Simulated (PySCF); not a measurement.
Gas-phase reaction: 2 N + Si₂H₆ → 2 HSiNH₂

Computed with PySCF and rigid-rotor harmonic-oscillator thermochemistry at 1 bar. † marks an energy on the PBE0/def2-TZVP geometry and frequencies; other levels use their own. Open shells (unrestricted): N (multiplicity 4); the rest are closed-shell singlets. HSiNH₂: computed as isolated molecules; such fragments, hydroxides, amides, oligomers or adducts are transient or little studied in the gas. The harmonic model lacks anharmonicity and excited electronic states, which grow with temperature; levels with a mode under 35 cm⁻¹ are left out. Internal rotation in Si₂H₆, HSiNH₂ is treated as a harmonic vibration of one conformer, which makes the entropy rough.

| level | ΔE electronic, kJ | ΔH°(298 K), kJ | ΔS°(298 K), J/K | ΔG°(1800 K), kJ |
|---|---|---|---|---|
| M06-2X/def2-TZVP† | -854 | -811 | -90 | -610 |
| PBE/def2-TZVP† | -913 | -870 | -90 | -669 |
| PBE0/def2-TZVP | -831 | -788 | -90 | -587 |
| r2SCAN/def2-TZVP† | -794 | -752 | -90 | -550 |
| ωB97M-V/def2-TZVP† | -863 | -821 | -90 | -619 |
ΔH° is lowest at PBE/def2-TZVP† and highest at r2SCAN/def2-TZVP†. No reference value is set beside these.
